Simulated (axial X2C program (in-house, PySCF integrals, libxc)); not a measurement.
# OH: cheaper levels and CCSD(T), two-component

All values were computed with an in-house relativistic program for diatomic molecules. Two-component (2c) means X2C with spin–orbit coupling and atomic mean-field two-electron Coulomb and Gaunt terms. Basis: O dyall-av3z [7s6p3d2f], H dyall-v3z [6s2p1d] (cores contracted in-house); Gaussian nuclei, density fitting, unrestricted open shells. Masses: O 15.995 u, H 1.008 u.

State: Ω = 3/2 (⟨Sz⟩ = 0.50, ⟨Lz⟩ = 1.00 at HF); fragments O + H.

```csv
level,Re (Å),ωe (cm⁻¹),De (eV)
PBE0,0.971,3761.8,4.41
HF,0.951,4036.1,2.87
MP2,0.970,3792.3,4.52
CCSD,0.971,3752.3,4.45
r2SCAN,0.975,3695.7,4.11
```

Correlated methods: 7 electrons correlated (number of frozen shells: O 1 s; H none), 129 virtual spin orbitals or spinors in MP2, 79 natural virtuals in coupled cluster.

CCSD(T), same Hamiltonian and basis:

Re = 0.974 Å, ωe = 3713.8 cm⁻¹, De = 4.52 eV; T1 = 0.008 (Lee–Taylor normalisation).

(1) Give the differences from CCSD(T) in the columns below.

The state is one determinant whose occupation by symmetry is held fixed; it was picked as the lowest of a PBE0 search that is not exhaustive. Dissociation energies refer to the lowest single-determinant-based atoms at the same level and basis. Density functionals use the spin component along the axis (collinear). CCSD and (T) use frozen natural virtuals with an MP2 correction for the truncation; (T) itself is uncorrected, so its De runs slightly low. The 2c atoms are single determinants rather than J levels; their spin–orbit lowering is only partly caught, and De is too large by that part. This holds for PBE0, r2SCAN. Without a current term, density functionals place determinants with orbital angular momentum somewhat too high.

Answers

(1) 

```tsv
level	ΔRe (Å)	Δωe (cm⁻¹)	ΔDe (eV)
PBE0	-0.003	48	-0.11
HF	-0.023	322	-1.65
MP2	-0.004	78	0.00
CCSD	-0.003	38	-0.07
r2SCAN	0.001	-18	-0.41
```
